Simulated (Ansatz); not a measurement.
# Telling isomers of CO2S2 apart by their spectra

These gas-phase data were calculated for one isomer of CO2S2 at PBE-D3(BJ)/def2-SVP (harmonic, unscaled wavenumbers; equilibrium rotational constants with average atomic masses):

| Item | Value |
| --- | --- |
| rotational constants | 6.127, 3.259, 2.128 GHz |
| all wavenumbers above 1500 cm⁻¹ | 1867 |

Candidates:

(1) `O=C1OSS1`, a singlet
(2) `O=C1SOS1`, a singlet

Question: Which candidate do the data belong to? Where the bands don't settle it, estimate the moments of inertia from typical bond lengths.

Answer: Candidate (1). The rotational constants decide: (2) would give 4.583, 4.114, 2.168 GHz.

The same quantities for all candidates:

```
     rotational constants (GHz)  wavenumbers above 1500 cm⁻¹  E above the lowest, PBE-D3(BJ)/def2-SVP (kcal/mol)
(1)         6.127, 3.259, 2.128                         1867                                                 0.0
(2)         4.583, 4.114, 2.168                         1839                                                20.4
```

Harmonic stretches to hydrogen usually lie a few per cent above observed fundamentals. Programs: Ansatz 0.2.0.
